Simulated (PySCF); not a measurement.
# NaH⁺ at TPSS

Computed with TPSS; Na pcseg-1, H pcseg-1; no relativity (PySCF 2.14).

- state: ²Σ⁺ (doublet), unpaired electrons σ ↑
- bond length: 5.368 bohr
- harmonic wavenumber: 224 cm⁻¹
- force constant: 0.0286 mdyn/Å
- rotational constant Be: 2.164 cm⁻¹
- anharmonicity ωexe: 31.5 cm⁻¹
- vibration–rotation constant αe: 0.342 cm⁻¹
- well depth De to Na⁺ + H: 0.04 eV
- dissociation energy D0: 0.03 eV
- bond order (Mayer): 0.08
- dipole moment (positive dipole points towards H; it is taken about the centre of mass and depends on that origin): -0.26 D

The bond is weak. Basis-set superposition, not corrected here, can be much of De in a small basis, most of all at correlated wavefunction levels. For an ion De counts to the pair picked by the measured ionisation energies or electron affinities, which need not be the lowest pair at this level. The state was picked by a PBE0 search and need not be the measured ground state.
